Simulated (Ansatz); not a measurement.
# bcc W

The numbers are results of PBEsol (plane waves, PAW; Ansatz, a quantum-chemistry and plane-wave program), not measurements.

Settings: plane-wave cutoff 500 eV, 32×32×32 k mesh, Fermi–Dirac smearing 0.1 eV, no spin polarisation, scalar-relativistic PAW data made under PBE.

Cell: relaxed at this level.

For bcc W, the equilibrium volume per atom comes out as 15.69 Å³/atom and the equilibrium lattice constant a is 3.154 Å.

Measured, for comparison: equilibrium volume per atom 15.78 Å³/atom, lattice constant a 3.16 Å (static lattice: zero-point anharmonic expansion removed; as tabulated in Mejia-Rodriguez and Trickey (2018), arXiv:1807.09216). Computed (rounded) less measured: equilibrium volume per atom -0.6 %, lattice constant a -0.2 %.

Spin–orbit coupling is not included.
